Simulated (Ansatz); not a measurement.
Ansatz (a first-principles code) input (MP2/aug-cc-pV(T+d)Z): A basis named .json is the Basis Set Exchange file of that set (core-valence sets with the plain set on hydrogen).

Ansatz 0.2 input:
```yaml
crystal:
  periodic: [false, false, false]
  atoms:
    - {symbol: O, position_ang: [0.00702152, 0.00134342, 0.11666744]}
    - {symbol: H, position_ang: [-0.04995842, 0.75929218, -0.47415850]}
    - {symbol: H, position_ang: [-0.00621371, -0.77003954, -0.45918106]}
basis:
  gaussian:
    orbitals: aug-cc-pV_T+d_Z.json
    fitting: {mean_field: def2-universal-jkfit, correlation: aug-cc-pVQZ-RIFIT.json}
magnetization: {spin_polarized: false}
correlation: {method: mp2, electrons: outside_noble_gas}
```

Output:

```
Functional definition: HF
integrals: 0.02 GiB planned
113 factors; integrals over basis functions are off by at most 8.1e-1 eV
328 factors; integrals over basis functions are off by at most 3.9e-1 eV
mean field: 0.10 GiB planned
mean field evaluation 1: about -2067.8293 eV, gradient 3.4e1 eV
mean field evaluation 2: about -2068.9727 eV, gradient 2.2e1 eV
mean field evaluation 4: about -2069.7036 eV, gradient 3.3e-1 eV
mean field evaluation 8: about -2069.7041 eV, gradient 1.0e-6 eV
mean field -2069.70408575 eV, -76.0602222556 hartree, gradient 1.0e-6 eV, S^2 0.000000; 0 other end points of the search recorded, 0 dependent functions left out
1 core orbitals not correlated
reference -2069.70408575 eV, -76.0602222556 hartree; 4, 4 occupied and 87, 87 virtual orbitals, 328 factors
second order -7.31151857 eV of doubles, -0.00000000 eV of singles
Total energy: -2077.01560432 eV, -76.3289156072 hartree
```
